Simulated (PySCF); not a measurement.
**Electronic absorption of methyl propyl ketone**

Species: methyl propyl ketone, C5H10O.
SMILES: `CCCC(C)=O`

Computed with TDDFT B3LYP/def2-SVPD, vertical, gas phase, core orbitals frozen in the response in PySCF. Isolated species at its PBE0-D3(BJ)/def2-SVP geometry (one conformer only). Torsions of this conformer, `[CH3:1][CH2:2][CH2:3][C:4]([CH3:5])=[O:6]`: C1–C2–C3–C4 179°, C2–C3–C4–C5 178°.

Task: What does the calculation give for the low-lying excited states?

Result: 

| state | E (eV) | ν̃ (cm⁻¹) | f | main configurations (H = HOMO, L = LUMO) |
| --- | --- | --- | --- | --- |
| S1 | 4.46 | 35940 | 0.0001 | H→L (99%) |
| S2 | 6.34 | 51170 | 0.021 | H→L+1 (98%) |
| S3 | 7.09 | 57210 | 0.0001 | H→L+2 (96%) |
| S4 | 7.50 | 60520 | 0.0065 | H→L+3 (95%) |
| S5 | 7.53 | 60700 | 0.017 | H-1→L (97%) |
| S6 | 7.66 | 61800 | 0.0011 | H-2→L (90%) |
| S7 | 7.81 | 63020 | 0.0006 | H→L+5 (96%) |
| S8 | 7.85 | 63290 | 0.052 | H→L+4 (96%) |
| S9 | 7.98 | 64380 | 0.0011 | H-4→L (88%) |
| S10 | 8.44 | 68070 | 0.0053 | H-1→L+1 (93%) |

Triplets, Tamm–Dancoff:

| state | E (eV) | λ (nm) | main configurations (H = HOMO, L = LUMO) |
| --- | --- | --- | --- |
| T1 | 3.89 | 318.7 | H→L (98%) |
| T2 | 6.07 | 204.3 | H-3→L (88%) |
| T3 | 6.27 | 197.8 | H→L+1 (97%) |
| T4 | 7.03 | 176.4 | H→L+2 (95%) |

The lowest singlet lies at 4.46 eV (278 nm, ultraviolet) and is dark (f under 0.0005); its leading configuration is HOMO→LUMO (99%). The most intense listed level is S8 at 7.85 eV (158 nm, f = 0.052), 3.39 eV above S1. S1 has the pattern of n→π* at C=O. Of the 10 states listed, 3 reach f = 0.01 and 2 stay under 0.0005. Orbital energies (eV): HOMO-3 -9.82, HOMO-2 -9.44, HOMO-1 -9.12, HOMO -7.02, LUMO -0.71, LUMO+1 0.22, LUMO+2 0.78. The oscillator strengths of these states sum to 0.105; summed over the whole spectrum of an exact calculation they would give the number of electrons, 48 (Thomas–Reiche–Kuhn). No computed singlet lies in the visible range (380 to 750 nm); the lowest, at 278 nm, stands 1.19 eV above its violet end (3.26 eV). All these states lie below the vertical ionisation energy of 9.47 eV (ΔSCF). The window holds the lowest 10 singlets.

The run took 48 s on Arm Neoverse V1, one thread, on a shared host.
